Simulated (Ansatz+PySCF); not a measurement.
**triplet O2: levels of theory in one basis**

```tsv
atom	x (Å)	y (Å)	z (Å)
O	0.0000	0.0000	-0.6417
O	0.0000	0.0000	0.6417
```

Basis set: def2-SVP (spherical functions). Frozen core: 2 orbitals. Correlation on ROHF uses semicanonical orbitals with singles. Charge 0, multiplicity 3.

Computed with Ansatz (development build ahead of 0.2.0); each method stands on the lowest determinant of its kind that the runs found. NEVPT2 correlates all electrons. Active spaces start from the frontier orbitals, and the lowest solution found is given.

```csv
method,E − E(ROHF) (eV),<S²> of the determinant
ROHF,0.00,2.00
UHF,-0.42,2.03
ROHF-MP2,-9.31,–
UHF-MP2,-9.51,2.03
ROHF-CCSD,-10.16,–
UHF-CCSD,-10.18,2.03
ROHF-CCSD(T),-10.48,–
UHF-CCSD(T),-10.49,2.03
"SC-NEVPT2(12,8)",-9.50,–
```

(1) What does CASSCF(12,8) give on the same scale?

Results:

(1) -3.14 eV.

The restricted and unrestricted rows may stand on different electronic states: another unrestricted solution lies nearer the restricted one.

Caution for ROHF, UHF, ROHF-MP2, UHF-MP2, ROHF-CCSD, UHF-CCSD, ROHF-CCSD(T), UHF-CCSD(T): the determinant breaks the point group. Caution for ROHF-MP2, UHF-MP2: another reference gives a lower total.
